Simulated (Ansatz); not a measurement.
# CH₃B (triplet): wave-function methods side by side at a displaced geometry (v1), cc-pVDZ

An exercise on one series of results from a longer session: the logs are not shown, and one member is left open.

The runs use Ansatz 0.2.0, Gaussian basis; cc-pVDZ, core rule «outside noble gas», up to 2 orbitals frozen.

The runs, in order: UHF; CCSD(T) on ROHF; CCSD(T) on UHF; BCCD(T) on ROHF; CISD; CCSDT(Q) on ROHF; CCSDT(Q) on UHF.

20 further runs of the same task are left out: 7 that didn't finish, 13 set aside as unsound or not needed.

### The system

The geometry is a PBE0/def2-TZVP stationary point (not a proven minimum) with its atoms shifted at random (size 0.040 Å).

5 atoms, charge 0, spin multiplicity 3.

Atoms are counted from 1 here; the program's logs count them from 0.

Bond lengths: B1–C2 1.509 Å, B1–H3 1.222 Å, B1–H4 1.200 Å, C2–H5 1.149 Å. Angles: C2–B1–H3 117.2°, C2–B1–H4 118.8°, H3–B1–H4 124.0°, B1–C2–H5 145.0°.

The first run:

File in.yaml:

```yaml
crystal:
  periodic: [false, false, false]
  atoms:
    - {symbol: B, position_ang: [0.004542, 0.057079, 0.750940]}
    - {symbol: C, position_ang: [0.003709, -0.110905, -0.748984]}
    - {symbol: H, position_ang: [0.051673, 1.198788, 1.184786]}
    - {symbol: H, position_ang: [-0.051104, -0.921612, 1.442345]}
    - {symbol: H, position_ang: [-0.093488, 0.432162, -1.756632]}
basis:
  gaussian: {orbitals: cc-pVDZ}
magnetization: {spin_polarized: true, initial_magnetization: 2}
hamiltonian: {xc: hf}
output: {orbitals: {seedname: orbitals}}
```

On the command line:

```console
$ ansatz run in.yaml --threads 1 --pin off --events-out ev --progress --plain --max-ram 2393MiB
```

Steps of the session up to this table: UHF; CCSD(T) on ROHF; CCSD(T) on UHF; BCCD(T) on ROHF; CISD; CCSDT(Q) on ROHF; CCSDT(Q) on UHF.

One table of the session follows, with a row left open; its other results are not shown here.

| method | from UCCSDT(Q) (meV) |
| --- | --- |
| ROHF | ? |
| UHF | +5730.8 |
| RMP2 | +1139.3 |
| UMP2 | +1138.4 |
| CISD | +503.4 |
| RCCSD | +159.7 |
| UCCSD | +157.0 |
| RCCSD(T) | +31.6 |
| UCCSD(T) | +31.3 |
| BCCD(T) | +31.1 |
| RCCSDT | +6.4 |
| UCCSDT | +5.5 |
| RCCSDT(Q) | +1.0 |
| UCCSDT(Q) | 0 |

Estimate the missing values for ROHF.

**Answer.** from UCCSDT(Q) (meV): +5886.9. In the column «from UCCSDT(Q) (meV)» it is the highest.

Limits of these values: Restricted and unrestricted rows rest on different reference determinants; where their highest levels disagree by more than a few hundredths of an eV, they describe different states and don't form one ladder.
